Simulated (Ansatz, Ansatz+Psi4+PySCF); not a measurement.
```yaml
atoms:
  - { symbol: B, position_ang: [0.0000, 0.0000, 0.0000] }
  - { symbol: O, position_ang: [0.0000, 1.3350, 0.0000] }
  - { symbol: O, position_ang: [0.0000, -1.1950, 0.0000] }
```

Basis set: cc-pVTZ (spherical functions). Frozen core: 3 orbitals. Correlation on ROHF uses semicanonical orbitals with singles. Charge 0, multiplicity 2.

Computed with Ansatz (development build ahead of 0.2.0); each method stands on the lowest determinant of its kind that the runs found.

Problem. Give the atomization energy at this shape (free ground-state atoms in the same class of orbitals less the molecule, no zero-point energy) of doublet BO₂ by UHF-MP2, ROHF-MP2.

Solution.

```tsv
method	atomization energy
UHF-MP2	1358.4 kJ/mol
ROHF-MP2	1356.1 kJ/mol
```
